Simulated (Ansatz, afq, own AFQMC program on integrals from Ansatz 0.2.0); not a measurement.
Where AFQMC and coupled cluster stand for BGeH, triplet

```xyz
3

Ge    0.1597    0.0000    1.6628
B    -0.1856    0.0000   -0.2466
H     0.0259    0.0000   -1.4162
```

Connectivity, by distances: Ge–BH.

Basis cc-pVDZ. Noble-gas cores (and the filled d shells of Ga–Kr and In–Xe) are frozen. Integrals, coupled cluster, full CI and functionals: Ansatz 0.2.0; the random walks run on the same integrals in our own AFQMC program. The CISD trial takes its coefficients from CCSD amplitudes. Released means that phaseless walkers are propagated on without the constraint, phases kept. Error bars are statistical, one sigma. No spin–orbit coupling.

Determinant: UHF, the one that the program's search chose, which needn't be the lowest solution. The geometry is a point of a scan.

No full CI on the walks' own integrals is used here; CCSDT(Q) serves as the reference and is uncertain by about the last step of the cluster series.

Cautions: no relativity below Rb; no spin-orbit coupling; inner d shell frozen; lower spins were not checked.

```
T1 diagnostic                               : 0.0239
weight of the determinant in the CISD state : 0.884
⟨S²⟩ of the determinant                     : 2.037
size of the correlated space                : 8 electrons in 31 orbitals
```

Task: Estimate: order these by the size of their error in total energy against CCSDT(Q), smallest first.
A. MP2
B. CCSD(T)
C. CCSD
D. phaseless AFQMC with a CISD trial

Result: D (0.33 ± 0.24 kcal/mol), B (1.12 kcal/mol), C (4.73 kcal/mol), A (23.83 kcal/mol).

Reference: CCSDT(Q), correlation energy -4.390 eV.

A walk keeps the symmetry of its determinant, which the program's search chose and which needn't be the lowest solution, so a lower state of the same spin and another symmetry isn't excluded.
